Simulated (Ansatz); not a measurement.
# H₄S₂: geometry and frequencies at several levels

The task here is to estimate one member of a computed series from the others.

Method: the levels named in each step, in Ansatz 0.2.0.

## Starting point

Bond lengths: S1–H3 1.327 Å, S1–H4 1.327 Å, S2–H5 1.330 Å, S2–H6 1.325 Å. Angles: H3–S1–H4 92.5°, H5–S2–H6 92.4°.

Coordinates:

```xyz
6

S    -0.4790    1.8474    0.0593
S     0.4793   -1.8726   -0.0665
H     0.6202    2.3122   -0.5202
H     0.1342    1.6842    1.2249
H    -0.0811   -0.6901   -0.3040
H    -0.6801   -2.5046   -0.1717
```

The first run:

input.yaml

```yaml
crystal:
  periodic: [false, false, false]
  atoms:
    - { symbol: S, position_ang: [-0.53081588, 1.87835488, 0.13549445] }
    - { symbol: S, position_ang: [0.49086654, -2.02260305, -0.11616006] }
    - { symbol: H, position_ang: [0.536416, 2.18538701, -0.6166146] }
    - { symbol: H, position_ang: [0.17439546, 1.96973664, 1.27269309] }
    - { symbol: H, position_ang: [0.05721223, -0.74903444, -0.05274134] }
    - { symbol: H, position_ang: [-0.73471436, -2.48528103, -0.40093153] }
basis:
  gaussian: { orbitals: def2-TZVPP }
hamiltonian:
  xc: pbe0
  dispersion: d4
phonons: {}
```

Run with:

```
$ ansatz run input.yaml --threads 2 --pin off --max-ram 5120MiB --backend cpu --events-out ev --progress --plain --runs-dir out
```

Steps of the session up to this table: Frequencies, PBE0-D4/def2-TZVPP; Relaxation, PBE-D4/def2-TZVPP; Frequencies, PBE-D4/def2-TZVPP; Relaxation, r2SCAN-D4/def2-TZVPP; Frequencies, r2SCAN-D4/def2-TZVPP; Relaxation, B3LYP-D4/def2-TZVPP; Frequencies, B3LYP-D4/def2-TZVPP; Relaxation, B2PLYP/def2-TZVPP.

One table of the session follows, with a row left open; its other results are not shown here.

```
               level  S1–H3 (Å)  S1–H4 (Å)  dipole (D)  highest frequency (cm⁻¹)
  PBE0-D4/def2-TZVPP     1.3412     1.3412        1.31                      2738
   PBE-D4/def2-TZVPP          ?          ?           ?                         ?
r2SCAN-D4/def2-TZVPP     1.3421     1.3421        1.16                      2716
 B3LYP-D4/def2-TZVPP     1.3420     1.3420        1.24                      2699
   B2PLYP/def2-TZVPP     1.3371     1.3371        1.22                         -
```

**Question.** Estimate the row for PBE-D4/def2-TZVPP.

The run gave: S1–H3 (Å): 1.3521; S1–H4 (Å): 1.3521; dipole (D): 1.41; highest frequency (cm⁻¹): 2645. In the column «S1–H3 (Å)» it is the highest.
